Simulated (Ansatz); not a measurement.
# doublet CH2(+): levels of theory in one basis

```xyz
3

H     0.0000    0.1330   -1.1302
C     0.0000   -0.2660    0.0000
H     0.0000    0.1330    1.1302
```

Basis set: def2-SVP (spherical functions). Frozen core: 1 orbital. Correlation on ROHF uses semicanonical orbitals with singles. Charge 1, multiplicity 2.

Computed with Ansatz (development build ahead of 0.2.0); each method stands on the lowest determinant of its kind that the runs found.

```tsv
method	E − E(ROHF) (eV)	<S²> of the determinant
ROHF	0.00	–
UHF	-0.07	0.76
ROHF-MP2	-2.20	–
UHF-MP2	-2.21	0.76
```

Question: What does ROHF-CCSD(T) give on the same scale?

Answer: -2.83 eV.

Question: Is a single determinant a sound starting point here?

Answer: By this sign, yes. Unrestricted orbitals gain 0.07 eV and <S²> is 0.76 against 0.75 for a pure state.
